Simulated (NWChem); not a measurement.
Molecule: methane (CH4); SMILES C

Problem. Give the equilibrium geometry at PBE0/def2-SVP (NWChem) as a Z-matrix, with the point group.

Solution. point group Td; any orientation.
```
C
H 1 1.0981
H 1 1.0981 2 109.47
H 1 1.0981 2 109.47 3 120.00
H 1 1.0981 2 109.47 4 120.00
```
